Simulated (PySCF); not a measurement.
## Fractional electron number in O (oxygen, neutral)

The 2p beta orbital of [He] 2s2 2p4 is emptied in steps (occupation f), with all orbitals relaxed, ending at [He] 2s2 2p3. Calculation: PySCF 2.14, in def2-SVP; no relativity, point nucleus. The exact energy is a straight line in f; departures are measured from the line between the end points of the same method.

```csv
f,UHF (eV),LDA (eV),PBE (eV),PBE0 (eV),r2SCAN (eV),LC-wPBE (eV),BHandHLYP (eV),wB97X (eV),TPSS (eV),BLYP (eV)
1,0.000,0.000,0.000,0.000,0.000,0.000,0.000,0.000,0.000,0.000
0.8,0.309,-1.147,-1.127,-0.766,-0.995,-0.308,-0.433,-0.333,-1.054,-1.146
0.6,0.445,-1.720,-1.685,-1.143,-1.474,-0.454,-0.654,-0.492,-1.569,-1.718
0.4,0.428,-1.718,-1.677,-1.135,-1.456,-0.444,-0.658,-0.480,-1.550,-1.717
0.2,0.275,-1.143,-1.110,-0.750,-0.957,-0.288,-0.442,-0.310,-1.016,-1.141
0,0.000,0.000,0.000,0.000,0.000,0.000,0.000,0.000,0.000,0.000
```

Question: For LDA, how does the orbital energy at f = 1 compare with the removal energy?

Answer: −ε = 6.677 eV against a total-energy difference of 13.839 eV. By Janak's theorem ε = ∂E/∂f, so the gap between them reflects the curvature. Along the path −ε is 9.538 (f = 0.8), 12.410 (f = 0.6), 15.285 (f = 0.4), 18.143 (f = 0.2) eV.

```
   method  E(f=0) − E(f=1) (eV)  −ε at f=1 (eV)  −ε at f=0.4 (eV)
      UHF                12.083          14.095            11.645
      LDA                13.839           6.677            15.285
      PBE                13.895           6.843            15.343
     PBE0                13.775           8.972            14.767
   r2SCAN                13.653           7.371            14.963
  LC-wPBE                13.993          12.048            14.420
BHandHLYP                13.709          11.019            14.233
    wB97X                13.728          11.616            14.192
     TPSS                13.905           7.278            15.305
     BLYP                13.945           6.789            15.390
```

Reference removal energy between the ground levels: 13.618 eV (measured; NIST Atomic Spectra Database, ionization energies). The calculation has no spin-orbit coupling. UHF lacks correlation.
